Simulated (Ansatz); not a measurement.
`S=CS`. The species carries charge 0 and has multiplicity 1.

Z-matrix (Å, degrees):
```
C
S 1 1.613
S 1 1.720 2 128.9
H 1 1.092 2 121.4 3 180.0
H 3 1.346 1 96.2 2 -0.0
```

(1) What are the harmonic wavenumbers in cm⁻¹ at PBE0-D4/def2-TZVP (Ansatz, finite differences of forces, unscaled)? (Best estimate.)

(2) Is this a minimum?

(3) Give the ideal-gas thermochemistry at 298.15 K and 1 bar (rigid rotor, harmonic oscillator; point group Cs, symmetry number 1).

(4) Rotational constants (cm⁻¹)?

Results:

(1) The calculation gave: 326, 456, 708, 859, 951, 1095, 1323, 2681, 3104.

(2) Yes, all 9 modes are real.

(3) Zero-point energy 68.8 kJ/mol; H(298) − E = 81.1 kJ/mol; entropy 274.5 J/(mol·K), of which translation 163.2, rotation 99.8, vibration 11.4; G(298) − E = -0.7 kJ/mol.

(4) 1.68, 0.1153, 0.1079.
